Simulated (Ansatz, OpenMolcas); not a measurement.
# Predicting a hybrid from its neighbours: CH7BSi

CH7BSi: 10 atoms, total charge 0, spin state singlet. As SMILES, `CB[SiH3]`. Geometry: relaxed at PBE0-D4/def2-TZVP.

The HOMO–LUMO gap y, in eV, basis 6-311+G(d,p); a is the functional's share of exact exchange. Programs: Ansatz 0.2.0, OpenMolcas 26.06.

| functional | program | a | y (eV) |
| --- | --- | --- | --- |
| revPBE | OpenMolcas | 0 | 4.01 |
| TPSS | OpenMolcas | 0 | 4.30 |
| B3LYP | Ansatz | 0.2 | ? |
| PBE0 | OpenMolcas | 0.25 | 6.13 |
| BHLYP | OpenMolcas | 0.5 | 8.34 |

Problem. Fit y = c + s·a to the known rows and predict B3LYP.

Solution. 
1. Means of the 4 rows: a = 0.1875, y = 5.695.
2. Σ(Δa)² = 0.17188, Σ(Δa·Δy) = 1.4312, so the slope is 1.4312/0.17188 = 8.3267.
3. Intercept: 5.695 − (8.3267) × 0.1875 = 4.134. The largest residual of the fit is 0.17.
4. B3LYP: 4.134 + (8.3267) × 0.2 = 5.80 eV.

The run gave 5.76 eV, so the prediction is off by +0.04 eV, within the largest residual. Exact exchange lowers occupied levels and raises empty ones. The rows mix families of semi-local functionals, which the line can't see.
